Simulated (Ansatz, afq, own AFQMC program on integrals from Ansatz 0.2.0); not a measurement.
AFQMC on a folder of integrals that Ansatz 0.2.0 wrote.

```yaml
crystal:
  periodic: [false, false, false]
  atoms:
    - {symbol: Ge, position_ang: [0.000000, 0.014036, 0.310508]}
    - {symbol: C, position_ang: [0.000000, -0.136900, -1.670999]}
    - {symbol: H, position_ang: [0.000000, 0.619772, -2.465821]}
basis:
  gaussian: {orbitals: cc-pVDZ}
magnetization: {spin_polarized: true, initial_magnetization: 3}
correlation: {method: ccsd_t, electrons: outside_noble_gas, hamiltonian_folder: ham}
```

```sh
$ ansatz run in.yaml --threads 1 --pin off --events-out ev --progress --plain --max-ram 1382MiB
```

afq runs on the folder ham with

```
--method free --trial cisd --walkers 60 --time-step 0.03 --max-blocks 80 --target-error 0.00036 --factor-cut 1e-05 --seed 3776 --times 0,0.3,0.6,1.2,1.8,2.4,3.6,4.8,6 --taylor-order 8
```

Times are imaginary, in 1/Eh. The walk had a cap of 671 s. Filled inner d shells are frozen with the cores.

Log:

```
orbitals 31  electrons 6 3  factors 234 of 506
reference energy -2113.65091594 Eh
CCSD correlation -0.17129551 Eh in 13 cycles, weight of the determinant in the CISD state 0.8856
repeat  energy at the last time / Eh  error
    10  -2113.828286  0.001289
    20  -2113.828035  0.001070
    30  -2113.828452  0.000826
    40  -2113.828704  0.000676
    50  -2113.828970  0.000628
    60  -2113.828538  0.000620
    70  -2113.828307  0.000545
    80  -2113.828032  0.000493
time / (1/Eh)  energy / Eh  error  mean overlap
  0.00  -2113.822229  0.000117  1.1295
  0.30  -2113.825570  0.000156  1.1279
  0.60  -2113.826895  0.000156  1.1283
  1.20  -2113.827893  0.000199  1.1270
  1.80  -2113.828336  0.000205  1.1236
  2.40  -2113.828590  0.000229  1.1093
  3.60  -2113.828707  0.000311  1.0962
  4.80  -2113.828464  0.000404  1.1074
  6.00  -2113.828032  0.000493  1.1363
energy -2113.828032 +/- 0.000493 Eh
```

The run passed its tests (error under three times the target), which doesn't prove that it has relaxed.

Against this walk (error 13.4 meV) on the same determinant: CCSD(T) 27.7 meV higher, CCSDT(Q) 14.6 meV lower (within the noise). The error is statistical, and a free projection of finite length keeps a remainder of its start.

Cautions: remainder of the start not in the error; error above the target (13.4 against 9.8 meV); no relativity below Rb; no spin-orbit coupling; inner d shell frozen; lower spins were not checked.

The walk took 3.3 min on 1 thread of Arm Neoverse V1, on a shared host. The log's last line is the free-projection energy.

CCSDT and higher add their correlation energy to the determinant of the CCSD(T) run, since their own runs factorise the integrals more tightly (a shift of under 2 meV). A walk keeps the symmetry of its determinant, which the program's search chose and which needn't be the lowest solution, so a lower state of the same spin and another symmetry isn't excluded.
